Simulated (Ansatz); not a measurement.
System: zinc-blende GaSb. Method: r²SCAN (PAW; Ansatz, a program for electronic structure).

The same calculation (at the measured cell, 28.315 Å³/atom) with different numerical settings:

```
run    k mesh  zone-centre TO phonon frequency (cm⁻¹)   rough time
---  --------  --------------------------------------  -----------
1       4×4×4                                   230.8    40 core-s
2       6×6×6                                   228.8    70 core-s
3       8×8×8                                   228.3   2 core-min
4    12×12×12                                   228.1   7 core-min
5    16×16×16                                   228.0  10 core-min
6    20×20×20                                   228.0  30 core-min
```

In the column zone-centre TO phonon frequency the first row differs from the last by +2.8 and the next to last by 0.0.

The last row is no converged limit: other settings stay fixed.
